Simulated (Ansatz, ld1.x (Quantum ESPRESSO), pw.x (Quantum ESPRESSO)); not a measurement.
Equation-of-state test of one TM potential (Pt (Z = 78))

| Property | Result |
| --- | --- |
| Element | platinum (Pt) |
| Generator | ld1.x (Quantum ESPRESSO) 7.5 |
| Type | norm-conserving Troullier–Martins (Kleinman–Bylander form) |
| Functional | PBE |
| Relativity | scalar-relativistic |
| Frozen core | [Xe] 4f14 |
| Valence charge | 10 |
| Reference configuration | 5d9 6s1 6p0 |
| Partial waves | 6p (bound, empty): rc 3.65 bohr; 5d (bound): rc 2.00 bohr; 5f channel at 0.05 Ry: rc 3.95 bohr; 6s (bound): rc 2.20 bohr |
| Local potential | the s channel |
| Core correction | Bessel-smoothed model core inside 1.45 bohr |

Crystal test: fcc Pt in pw.x 7.5, no spin, 14³ k-points, Fermi–Dirac smearing 0.01 Ry, cutoffs 60/240 Ry. The reference is all-electron LAPW (Ansatz 0.2.0) with the same functional, mesh and smearing; V0 and B0 come from Birch–Murnaghan fits to the pressures at five volumes. Errors are pseudo minus all-electron; Δ is the rms difference of the E(V) curves that follow from these fits, minima aligned, over ±6 % about the mean V0. Mesh and smearing are coarse, so the numbers serve the comparison and aren't converged zero-temperature values; the lattice is a test structure that the element need not adopt.

| V (Å³/atom) | P all-electron (GPa) | P pseudo (GPa) |
| --- | --- | --- |
| 14.858 | 15.18 | 17.34 |
| 15.249 | 7.27 | 9.36 |
| 15.640 | 0.53 | 2.53 |
| 16.031 | -5.20 | -3.30 |
| 16.422 | -10.06 | -8.27 |

All-electron: a0 = 3.973 Å (V0 = 15.67 Å³/atom), B0 = 245.3 GPa.

Pseudopotential: mean pressure error (GPa): +1.99; a0 (Å): 3.983; a0 error (%): +0.27; B0 error (%): -2.8; Δ (meV/atom): 6.7. The largest radius (3.95 bohr) exceeds half the bond length (2.65 bohr), so the spheres overlap, which is one possible source of error among others.

**Question.** At the middle volume, how do free energy and pressure move when the wave cutoff is lowered (ecutrho kept at four times it)?

**Answer.**

| cutoff (Ry) | shift of F (meV/atom) | shift of P (GPa) |
| --- | --- | --- |
| 27 | +4125.4 | -187.62 |
| 36 | +346.5 | -26.79 |
| 48 | +3.9 | +0.03 |

Input at the middle volume:

```
&control
  calculation='scf', prefix='x', pseudo_dir='./', outdir='./tmp', tstress=.true., disk_io='low'
/
&system
  ibrav=0, nat=1, ntyp=1, ecutwfc=60, ecutrho=240, nbnd=12,
  occupations='smearing', smearing='fd', degauss=0.01
/
&electrons
  conv_thr=1e-09, mixing_beta=0.4, electron_maxstep=70
/
ATOMIC_SPECIES
Pt 1.0 Pt.UPF
CELL_PARAMETERS angstrom
  0.00000000 1.98488607 1.98488607
  1.98488607 0.00000000 1.98488607
  1.98488607 1.98488607 0.00000000
ATOMIC_POSITIONS crystal
Pt 0.0000 0.0000 0.0000
K_POINTS automatic
14 14 14 0 0 0
```

```bash
pw.x < Pt.scf.in > Pt.scf.out
```

Lines of the output:

```
Message from routine setup:
     using ibrav=0 with symmetry is DISCOURAGED, use correct ibrav instead
     lattice parameter (alat)  =       5.3046  a.u.
     unit-cell volume          =     105.5440 (a.u.)^3
     number of electrons       =        10.00
     number of Kohn-Sham states=           12
     kinetic-energy cutoff     =      60.0000  Ry
     charge density cutoff     =     240.0000  Ry
     scf convergence threshold =      1.0E-09
     Exchange-correlation= PBE
     number of k points=   104  Fermi-Dirac smearing, width (Ry)=  0.0100
     iteration #  1     ecut=    60.00 Ry     beta= 0.40
     total energy              =     -79.61670154 Ry
     estimated scf accuracy    <       0.08335733 Ry
     iteration #  2     ecut=    60.00 Ry     beta= 0.40
     total energy              =     -79.62697904 Ry
     estimated scf accuracy    <       0.00262649 Ry
     iteration #  3     ecut=    60.00 Ry     beta= 0.40
     total energy              =     -79.62743922 Ry
     estimated scf accuracy    <       0.00012845 Ry
     iteration #  4     ecut=    60.00 Ry     beta= 0.40
     total energy              =     -79.62744393 Ry
     estimated scf accuracy    <       0.00000223 Ry
     iteration #  5     ecut=    60.00 Ry     beta= 0.40
     total energy              =     -79.62744413 Ry
     estimated scf accuracy    <       0.00000012 Ry
     iteration #  6     ecut=    60.00 Ry     beta= 0.40
     total energy              =     -79.62744414 Ry
     estimated scf accuracy    <          2.3E-09 Ry
     iteration #  7     ecut=    60.00 Ry     beta= 0.40
     the Fermi energy is    16.8908 ev
!    total energy              =     -79.62744414 Ry
     estimated scf accuracy    <          1.3E-10 Ry
     smearing contrib. (-TS)   =      -0.00673883 Ry
     The total energy is F=E-TS. E is the sum of the following terms:
     one-electron contribution =      16.12751247 Ry
     hartree contribution      =       4.25521915 Ry
     xc contribution           =     -38.88646498 Ry
     ewald contribution        =     -61.11697195 Ry
     convergence has been achieved in   7 iterations
          total   stress  (Ry/bohr**3)                   (kbar)     P=       25.27
```

The run at the middle volume (104 k-points, 7 iterations) took about 14 s on one core of a shared host (Neoverse-V1, 32 threads, 247 GiB, load 19).
